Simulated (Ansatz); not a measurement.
**CHBS (triplet): wave-function methods side by side at a displaced geometry (v1), cc-pVDZ**

One table from this session's results is given with a row withheld; the runs are named, their logs left out.

Computed with Ansatz 0.2.0, Gaussian basis. Level: cc-pVDZ, core rule «outside noble gas», up to 7 orbitals frozen.

Plan: UHF; CCSD(T) on ROHF; CCSD(T) on UHF; BCCD(T) on ROHF; CISD as a restricted active space (open shells left free, so some higher excitations enter); CCSDT(Q) on ROHF; CCSDT(Q) on UHF.

26 further runs of the same task are left out: 11 that didn't finish, 15 set aside as unsound or not needed. Runs told in other sessions of the task aren't counted.

### The geometry

The geometry is a PBE0/def2-TZVP stationary point (not a proven minimum) with its atoms shifted at random (size 0.040 Å).

4 atoms, charge 0, spin multiplicity 3.

Atoms are counted from 1 here; the program's logs count them from 0.

Bond lengths: B1–C2 1.397 Å, B1–S3 1.904 Å, C2–S3 1.798 Å, C2–H4 1.068 Å. Angles: C2–B1–S3 63.9°, B1–C2–S3 71.9°, B1–C2–H4 162.4°, S3–C2–H4 125.5°, B1–S3–C2 44.2°.

The first run:

Contents of in.yaml:

```yaml
crystal:
  periodic: [false, false, false]
  atoms:
    - {symbol: B, position_ang: [-0.025855, -0.961739, 0.839238]}
    - {symbol: C, position_ang: [-0.026688, 0.419354, 1.049331]}
    - {symbol: S, position_ang: [0.021276, 0.123857, -0.723689]}
    - {symbol: H, position_ang: [-0.081501, 1.378222, 1.516833]}
basis:
  gaussian: {orbitals: cc-pVDZ}
magnetization: {spin_polarized: true, initial_magnetization: 2}
hamiltonian: {xc: hf}
output: {orbitals: {seedname: orbitals}}
```

On the command line:

```bash
ansatz run in.yaml --threads 1 --pin off --events-out ev --progress --plain --max-ram 2393MiB
```

Among the steps run: UHF; CCSD(T) on ROHF; CCSD(T) on UHF; BCCD(T) on ROHF; CISD as a restricted active space (open shells left free, so some higher excitations enter); CCSDT(Q) on ROHF; CCSDT(Q) on UHF.

One table of the session follows, with a row left open; its other results are not shown here.

```
   method  from UCCSDT(Q) (kcal/mol)
     ROHF                    +224.14
      UHF                    +219.70
     RMP2                     +25.14
     UMP2                     +27.48
     CISD                          ?
    RCCSD                     +11.33
    UCCSD                     +11.08
 RCCSD(T)                      +1.46
 UCCSD(T)                      +1.51
  BCCD(T)                      +1.44
   RCCSDT                      +0.89
   UCCSDT                      +0.85
RCCSDT(Q)                      +0.07
UCCSDT(Q)                          0
```

**Question.** Estimate the row for CISD.

As computed: from UCCSDT(Q) (kcal/mol): +32.69. In the column «from UCCSDT(Q) (kcal/mol)» it lies between UMP2 (+27.48) and UHF (+219.70).

Caveats from the session: Restricted and unrestricted rows rest on different reference determinants; a gap between their highest levels can come from leftover correlation error, from unlike frozen cores or from another state.
